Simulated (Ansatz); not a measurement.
# [CH$_{3}$···H···CH$_{2}$], triplet: transfer scan

Starting geometry:

```xyz
8

C    -1.2005    0.0000    0.0000
H    -1.5637    1.0273    0.0000
H    -1.5637   -0.5137    0.8897
H    -1.5637   -0.5137   -0.8897
H    -0.1109    0.0000    0.0000
C     1.3135    0.0000    0.0000
H     1.7280    0.0000    0.9962
H     1.7280    0.0000   -0.9962
```

From there H5 is moved from one fragment to the other while all else, the fragments' distance too, stays fixed; atoms are numbered as listed. Energies are in kJ/mol, counted from the starting geometry at the same level. Kohn–Sham curves are unrestricted where that lies lower.

Basis cc-pVDZ; Ansatz 0.2.0. Correlated methods freeze the noble-gas cores. R marks a restricted (for open shells ROHF) determinant, U an unrestricted one.

In so small a basis the reference is far from its limit while semilocal and hybrid functionals are nearer theirs (RPA and double hybrids share much of the reference's basis error), so the functionals' errors here hold much of the reference's basis and frozen-core error, which can add to them or hide them.

Full CI isn't at hand for all of this; UCCSDT(Q) serves as the reference, and is uncertain by about the last step of the cluster series.

| distance C1-H5 (Å) | UCCSDT(Q) | PBE | r2SCAN | B97M-V | PBE0 | B3LYP | wB97M-V | B2PLYP | RPA-PBE |
| --- | --- | --- | --- | --- | --- | --- | --- | --- | --- |
| 1.090 | 0.0 | 0.0 | 0.0 | 0.0 | 0.0 | 0.0 | 0.0 | 0.0 | 0.0 |
| 1.137 | -2.2 | -5.8 | -4.3 | -3.5 | -4.0 | -4.0 | -2.7 | -3.0 | -3.4 |
| 1.233 | 0.5 | -8.1 | -5.1 | -2.9 | -4.1 | -4.4 | -1.1 | -1.9 | -2.4 |
| 1.328 | 4.7 | -4.0 | -2.1 | 0.6 | -0.4 | -1.5 | 3.1 | 1.4 | 1.8 |
| 1.424 | 13.4 | 9.0 | 7.4 | 9.5 | 9.9 | 7.7 | 12.4 | 9.6 | 11.9 |

(1) Judged by the spread of the error over the points with a reference (largest less smallest), which of these follows UCCSDT(Q) best and which worst?

## Answers

(1) Subtracting the UCCSDT(Q) column from each: best wB97M-V (errors from -1.7 to 0.0, spread 1.7 kJ/mol), worst PBE (from -8.7 to 0.0, spread 8.7 kJ/mol). Functionals and wave-function methods converge differently with the basis, so part of this is basis effect.
